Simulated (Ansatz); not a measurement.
System: rock-salt EuSe. Method: LDA in Ansatz (plane waves, PAW).

Run with plane-wave cutoff 520 eV, 16×16×16 k mesh, Fermi–Dirac smearing 0.05 eV, spin-polarised with parallel moments, scalar-relativistic PAW data made under PBE.

Computed at the level's own relaxed cell.

Q: Give the computed equilibrium volume per atom, bulk modulus B0, lattice constant a and pressure derivative B′ of the bulk modulus.

A: 
- equilibrium volume per atom = 25.59 Å³/atom
- bulk modulus B0 = 56.9 GPa
- lattice constant a = 5.893 Å
- pressure derivative B′ of the bulk modulus = 4.5

The run finds no gap.

Measured, for comparison: bulk modulus 52 GPa (room temperature, no zero-point or thermal correction; as tabulated in arXiv:1003.2039). Computed (rounded) less measured: bulk modulus +9 %. A static lattice is as a rule a little smaller and stiffer than an uncorrected measurement, which narrows the difference in the bulk modulus and would widen misses of the other sign.

Note: the magnetic order was assumed, not searched for or taken from measurement; the 4f shell is treated without U or exact exchange, so its levels and filling can be wrong; the volume lies 14 % below that of the published cell.

Spin–orbit coupling is not included; it can open a gap where bands touch, and shift volumes and moduli.

Static lattice: no zero-point or thermal effects.

The result took about 11 core-minutes (a rough figure).

Ansatz is a quantum-chemistry and plane-wave program.
